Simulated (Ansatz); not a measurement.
Input file:

```yaml
crystal:
  periodic: [false, false, false]
  atoms:
    - {symbol: Si, position_ang: [0.000128, -0.025694, 1.657518]}
    - {symbol: Ge, position_ang: [-0.000705, -0.008739, -0.648996]}
    - {symbol: H, position_ang: [0.047259, 1.345738, 0.586165]}
basis:
  gaussian: {orbitals: cc-pVDZ}
magnetization: {spin_polarized: false, initial_magnetization: 1}
correlation: {active_space: {ras: {orbitals: [4, 1, 26], electrons: 9, max_holes: 2, max_particles: 2}, fixed_orbitals: true}}
```

```sh
$ ansatz run in.yaml --threads 1 --pin off --events-out ev --progress --plain --max-ram 2393MiB
```

Log:

```
558 factors; integrals over basis functions are off by at most 1.4e-3 eV
mean field evaluation 1: about -64347.6920 eV, gradient 6.0e0 eV
mean field evaluation 2: about -64347.6972 eV, gradient 6.0e0 eV
mean field evaluation 4: about -64348.0061 eV, gradient 1.5e0 eV
mean field evaluation 8: about -64348.0267 eV, gradient 5.6e-2 eV
mean field evaluation 16: about -64348.0269 eV, gradient 1.2e-3 eV
mean field evaluation 32: about -64348.5559 eV, gradient 3.9e-2 eV
mean field -64348.55597199 eV, -2364.7658149529 hartree, gradient 2.1e-6 eV, S^2 0.750000; 6 other end points of the search recorded, 0 dependent functions left out
reference -64348.55597199 eV, -2364.7658149529 hartree; 24, 23 occupied and 26, 27 virtual orbitals, 558 factors
state -64353.18476672 eV, -2364.9359200216 hartree
Total energy: -64353.18476672 eV, -2364.9359200216 hartree
```

Natural occupations: 1.9705 1.9461 1.9430 1.9348 0.9834 0.0413 0.0373 0.0290 0.0280 0.0122 0.0122 0.0098 0.0071 0.0066 0.0053 0.0046 0.0041 0.0039 0.0035 0.0034 0.0033 0.0025 0.0023 0.0019.

Ran on 1 thread of Arm Neoverse V1, shared host: 2.5 s wall, 0.1 GiB peak host memory.
